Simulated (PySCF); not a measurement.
## Core-level binding energies of `O=P([O-])([O-])[O-]`

Compound: PO4 (charge -3).
Bonds: O1–P2 (double), P2–O3, P2–O4, P2–O5.

Computed with PySCF, delta-SCF UKS SCAN, pcX-2 on the ionised atom, pcseg-1 elsewhere, spin-free X2C. Vertical ΔSCF values, vacuum level as zero.

Q: Give the core binding energies atom by atom.

A: 
```csv
atom(s),bonded to,level,binding energy (eV),2p1/2 (eV),count
P2,4 O,P 1s,2134.63,–,1
O1/O3/O4/O5,P,O 1s,518.48,–,4
P2,4 O,P 2p3/2,120.14,121.03,1
```

Q: Express the binding energy of O 1s of O1/O3/O4/O5 in atomic units and per mole.

A: 518.48 eV = 19.0538 Eh = 50026 kJ/mol.

Q: Which photon energy gives electrons from O 1s of O1/O3/O4/O5 a kinetic energy of 200 eV, and what is their de Broglie wavelength?

A: hν = 518.48 + 200 = 718.48 eV, recoil neglected; λ = 12.264 Å/√(E/eV) = 0.87 Å.

Atoms equivalent by their bonding share one computed value, that of the first of them. For 2p shells one spin-free hole was relaxed; a mean-field spin–orbit operator and the ground-state splitting of the three 2p orbitals were then diagonalised within the shell. The shell's mean is (2 × 2p3/2 + 2p1/2)/3, and the degeneracies 2j + 1 give areas of 2:1. 2p1/2 minus 2p3/2 (ligand field included): P 0.89 eV. The species carries charge -3, so core ionisation leaves charge -2. The basis sets have no added diffuse functions. Geometry: GFN2-xTB; no solvent, vibrations or thermal averaging. Whether so highly charged an anion holds all its electrons in the gas phase wasn't checked; a finite basis holds them in any case. The ion is multiply charged and computed without counter-ions or solvent.
